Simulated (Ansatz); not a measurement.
## What a trial cell of Cs3Cl2 relaxes into

Theory: DFT r2SCAN, scalar-relativistic, plane waves, PAW in Ansatz. Cutoff 500 eV, Γ-centred k mesh, Gaussian smearing, no spin polarisation in the final step.

Cs3Cl2 was placed on the anti-A-type sesquioxide structure type (P-3m1, No. 164), with Cl in place of La, Cs in place of O, at a guessed volume.

```xyz
5
Lattice="5.1495 0.0000 0.0000 -2.5748 4.4596 0.0000 0.0000 0.0000 8.0118" Properties=species:S:1:pos:R:3 pbc="T T T"
Cs    0.0000    0.0000    0.0000
Cs    0.0000    2.9731    5.1676
Cs    2.5748    1.4865    2.8442
Cl    0.0000    2.9731    1.9629
Cl    2.5748    1.4865    6.0489
```

Steps on the 6×6×2 mesh (5 atoms). 8 of 8 steps are shown, and the free energy counts from the last. Trial steps that were taken back and renewals of the plane-wave basis can be among the rows.

| step | ΔF (meV/atom) | V (Å³/atom) | P (GPa) | largest force component (eV/Å) |
| --- | --- | --- | --- | --- |
| 1 | 267.9 | 36.80 | 5.45 | 1.165 |
| 2 | 111.6 | 40.22 | 2.28 | 0.535 |
| 3 | 52.9 | 42.90 | 0.74 | 0.156 |
| 4 | 23.7 | 44.76 | -0.13 | 0.118 |
| 5 | 5.2 | 44.31 | -0.21 | 0.102 |
| 6 | 0.6 | 43.59 | 0.00 | 0.043 |
| 7 | 0.3 | 43.65 | 0.00 | 0.012 |
| 8 | 0.0 | 43.65 | 0.00 | 0.012 |

A final relaxation ran on a 6×6×6 mesh. The relaxed crystal, P-3m1 (No. 164):

Space group P-3m1 (No. 164). a = 5.996 Å, b = 5.996 Å, c = 7.090 Å, α = 90.00°, β = 90.00°, γ = 120.00°
| atom | site | symmetry | x | y | z |
| --- | --- | --- | --- | --- | --- |
| Cs | 1a | -3m. | 0.0000 | 0.0000 | 0.0000 |
| Cs | 2d | 3m. | 0.3333 | 0.6667 | 0.6755 |
| Cl | 2d | 3m. | 0.3333 | 0.6667 | 0.1686 |

| Quantity | Value |
| --- | --- |
| Volume per atom | 44.15 Å³ |
| Density | 3.53 g/cm³ |
| Energy over the elements | -1.69 eV/atom |
| Gap on the 6×6×6 mesh | 0 eV (a metal) |

The zero of energy is the elements' standard structures at the same level (Cl₂ as a molecule); no fitted shifts are applied.

The final run used a 6×6×6 mesh on its 5-atom cell and 0.10 eV smearing. For metals, differences of a few meV/atom aren't resolved.

A structure relaxed within its symmetry needn't be a true minimum.

Cost: 4 runs of about 1.4 core-minutes in all, on AMD EPYC 9B45 (Zen 5) (shared hosts).